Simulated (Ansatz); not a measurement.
Input file:

```yaml
crystal:
  periodic: [false, false, false]
  atoms:
    - {symbol: As, position_ang: [0.000000, -0.028104, 0.000000]}
    - {symbol: H, position_ang: [0.000000, 1.044500, -1.085896]}
    - {symbol: H, position_ang: [0.000000, 1.044492, 1.085904]}
basis:
  gaussian: {orbitals: def2-mTZVP}
total_charge: 1
magnetization: {spin_polarized: true, initial_magnetization: 0}
correlation: {method: bccd, electrons: outside_noble_gas}
scf: {omitted_lower_state_checks: [cluster_reference]}
```

```sh
$ ansatz run in.yaml --threads 1 --pin off --events-out ev --progress --plain --max-ram 2393MiB
```

Log:

```
these checks for a lower state are left out or cut short: cluster_reference
447 factors; integrals over basis functions are off by at most 4.3e-4 eV
mean field evaluation 1: about -60817.3475 eV, gradient 5.8e0 eV
mean field evaluation 2: about -60817.3473 eV, gradient 5.8e0 eV
mean field evaluation 4: about -60817.5765 eV, gradient 7.9e-1 eV
mean field evaluation 8: about -60817.5795 eV, gradient 9.9e-7 eV
mean field evaluation 16: about -60817.6089 eV, gradient 1.6e-6 eV
mean field -60817.60888602 eV, -2235.0059029052 hartree, gradient 1.6e-6 eV, S^2 0.224416; 4 other end points of the search recorded, 0 dependent functions left out
14 core orbitals not correlated: weight in the atoms' cores, before any rotation towards them, 1.000 or more for the frozen orbitals, at most 0.000 for the correlated occupied ones
reference -60817.60888602 eV, -2235.0059029052 hartree; 3, 3 occupied and 25, 25 virtual orbitals, 447 factors
second order -2.06395113 eV of doubles, -0.00000000 eV of singles
cycle   1  -2.50622216 eV  change   -4.4e-1 eV  update   6.0e-2
cycle   2  -2.72504499 eV  change   -2.2e-1 eV  update   3.5e-2
cycle   3  -2.78106643 eV  change   -5.6e-2 eV  update   2.5e-2
cycle   4  -2.85076447 eV  change   -7.0e-2 eV  update   2.0e-2
cycle   5  -2.84989996 eV  change    8.6e-4 eV  update   1.3e-2
cycle   6  -2.84554119 eV  change    4.4e-3 eV  update   7.8e-3
cycle   7  -2.84755003 eV  change   -2.0e-3 eV  update   3.0e-3
cycle   8  -2.83525084 eV  change    1.2e-2 eV  update   1.2e-3
cycle   9  -2.84336612 eV  change   -8.1e-3 eV  update   7.9e-4
cycle  10  -2.84204584 eV  change    1.3e-3 eV  update   2.6e-4
cycle  11  -2.84169988 eV  change    3.5e-4 eV  update   5.9e-5
cycle  12  -2.84169902 eV  change    8.6e-7 eV  update   1.2e-5
cycle  13  -2.84171234 eV  change   -1.3e-5 eV  update   4.9e-6
cycle  14  -2.84170956 eV  change    2.8e-6 eV  update   1.8e-6
Total energy: -60820.45059557 eV, -2235.1103338052 hartree
Checks for a lower state left out: cluster_reference
```

Ran on 1 thread of Intel Xeon Platinum 8259CL, shared host: 1.6 s wall, 0.19 GiB peak host memory.
